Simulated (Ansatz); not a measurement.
The cluster P4⁻. The state is a doublet with charge -1. Geometry B3LYP-D4/def2-TZVPD.

```xyz
4

P    -0.296   -0.916    0.827
P    -0.760    1.015   -0.039
P    -0.269   -0.684   -1.382
P     1.325    0.585    0.594
```

At LDA (SPW92)/def2-TZVPD, revPBE-D4/def2-TZVPD, r2SCAN-D4/def2-TZVPD, B97M-V/def2-TZVPD and others the highest occupied level of the charge -1 doublet lies above zero (up to 1.05 eV). By energy differences its removal costs 1.41 eV (vertical, to the charge 0 singlet, at CCSD(T)/def2-TZVPPD). The structure comes from a short search, and lower isomers may exist.

(1) Estimate the α-spin orbital energies around the gap (eV) in Ansatz with LDA (SPW92)/def2-TZVPD, revPBE-D4/def2-TZVPD, r2SCAN-D4/def2-TZVPD, B97M-V/def2-TZVPD, PBE0-D4/def2-TZVPD.

Results:

(1) 
| orbital | LDA (SPW92)/def2-TZVPD | revPBE-D4/def2-TZVPD | r2SCAN-D4/def2-TZVPD | B97M-V/def2-TZVPD | PBE0-D4/def2-TZVPD |
| --- | --- | --- | --- | --- | --- |
| HOMO−13 | -118.02 | -117.93 | -120.46 | -121.60 | -124.08 |
| HOMO−12 | -117.96 | -117.87 | -120.41 | -121.55 | -124.05 |
| HOMO−11 | -117.96 | -117.87 | -120.41 | -121.55 | -124.05 |
| HOMO−10 | -14.24 | -14.06 | -14.97 | -15.14 | -16.42 |
| HOMO−9 | -9.22 | -9.05 | -9.72 | -9.87 | -11.01 |
| HOMO−8 | -8.16 | -7.97 | -8.52 | -8.70 | -9.74 |
| HOMO−7 | -7.24 | -7.08 | -7.62 | -7.75 | -8.82 |
| HOMO−6 | -3.68 | -3.51 | -3.90 | -3.91 | -4.77 |
| HOMO−5 | -2.84 | -2.65 | -2.97 | -3.01 | -3.75 |
| HOMO−4 | -2.66 | -2.48 | -2.81 | -2.82 | -3.60 |
| HOMO−3 | -2.35 | -2.14 | -2.45 | -2.48 | -3.17 |
| HOMO−2 | -1.61 | -1.42 | -1.67 | -1.72 | -2.41 |
| HOMO−1 | -0.50 | -0.33 | -0.58 | -0.56 | -1.34 |
| HOMO | 0.94 | 1.05 | 0.78 | 0.92 | 0.06 |
| LUMO | 2.80 | 3.04 | 3.12 | 3.11 | 3.68 |
| LUMO+1 | 2.88 | 3.10 | 3.43 | 3.17 | 3.78 |
| LUMO+2 | 3.06 | 3.29 | 3.50 | 3.33 | 3.89 |
| LUMO+3 | 3.10 | 3.34 | 3.56 | 3.38 | 3.95 |
| LUMO+4 | 3.13 | 3.39 | 3.57 | 3.51 | 4.16 |
| LUMO+5 | 4.48 | 4.67 | 5.26 | 4.62 | 5.18 |
| β HOMO | -0.23 | 0.02 | -0.16 | -0.19 | -0.77 |
| β LUMO | 1.50 | 1.87 | 2.07 | 1.84 | 2.56 |
